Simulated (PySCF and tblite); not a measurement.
Values are calculated unless marked as measured or tabulated.
System: C2H5FS2, numbered as in [CH3:1][S:2][S:3][CH2:4][F:5].

Motion: rotation about the S2–S3 bond (torsion C1–S2–S3–C4 from 83° to 268°, rising). GFN2-xTB gives an electronic barrier of 5.6 kcal/mol and a reaction energy of 1.3 kcal/mol.

Problem. What does PBE0/pcSseg-1 + D3(BJ) give on PBE0-D3(BJ)/def2-SVP geometries?

Solution. A barrier of 8.2 kcal/mol, 2.5 above the tight-binding barrier (from unrounded values), a reaction energy of 2.0 kcal/mol and, with GFN2-xTB thermal terms, ΔG‡(298 K) = 8.5 kcal/mol and k = 3.8×10⁶ s⁻¹ (1 equivalent path).

Problem. And the level of the geometries itself, PBE0-D3(BJ)/def2-SVP?

Solution. 8.1 kcal/mol.

Programs: tblite and PySCF.
